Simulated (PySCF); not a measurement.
## Static response to an electric field

C₄H₅OP.
Cartesian coordinates in Å at the GFN2-xTB level; atoms count from 1:
```
atom  x, y, z in Å
C1    -1.578   -0.920   -0.289
C2    -0.372   -0.389   -0.120
C3    -0.148    1.034    0.281
P4     1.077   -1.479   -0.398
C5     2.268   -0.395   -0.065
O6     3.216    0.247    0.137
H7    -1.715   -1.948   -0.579
H8    -2.472   -0.337   -0.143
H9     0.402    1.087    1.221
H10   -1.103    1.542    0.406
H11    0.432    1.561   -0.477
```

Level: CAM-B3LYP/def2-SVPD (PySCF), static field, nuclei fixed, core orbitals frozen in the response. The polarisability tensor in these axes (au):

```
x   107.90  11.62   4.41
y    11.62  73.02   6.36
z     4.41   6.36  53.12
```

Task: What are the eigenvalues, a third of the trace, and Δα (Δα² = ½Σ(αi − αj)² over the three pairs)?

Result: Principal values 51.24, 70.75 and 112.05 au; mean 78.01 au = 11.56 Å³ = 12.86 × 10⁻⁴⁰ C²·m²/J; Δα = 53.78 au (69 % of the mean).

Task: What is the dipole moment, and where does it point?

Result: (-1.64, 0.54, 0.12) D, 1.73 D in size, pointing from the negative to the positive side. Measured along this direction, the outermost atoms are O6 at the negative end and H8 at the positive end.

Task: Form Σ f/ω² (atomic units) for the 8 lowest TDDFT singlets, given as eV and f, and set it beside the mean polarisability, which is this sum over all singlets: 2.61, 0.0006; 4.80, 0.0485; 5.77, 0.0005; 5.95, 0.2471; 5.99, 0.0151; 6.36, 0.0019; 6.41, 0.0098; 6.62, 0.4525.

Result: They add up to 14.97 au, 19.2 % of the 78.01 au; the largest single term is 7.64 au, from the state at 6.62 eV. Terms in order: 0.07, 1.56, 0.01, 5.17, 0.31, 0.03, 0.18, 7.64 au. Higher excitations give the rest. The strengths listed sum to 0.776.

Task: What are the principal values of the traceless quadrupole moment, Θ = ½Σq(3rr − r²1), about the centre of nuclear charge?

Result: -1.68, -1.55, 3.23 D·Å. The values depend on the origin, since the dipole doesn't vanish. The electronic extent ⟨r²⟩ about the same centre is 746 bohr², a root-mean-square distance of 2.00 Å for the 52 electrons.

Task: In a dilute gas of rigid molecules at 298 K, how does the orientational term μ²/3kT compare with the electronic polarisability?

Result: In Gaussian units μ²/3kT = 24.22 Å³ against 11.56 Å³, a ratio of 2.10; the Debye molar polarisation (4π/3)N_A(α + μ²/3kT) is 90.3 cm³/mol, leaving out the vibrational part.

The structure is a single GFN2-xTB conformer in the gas phase; no vibrational or solvent corrections.
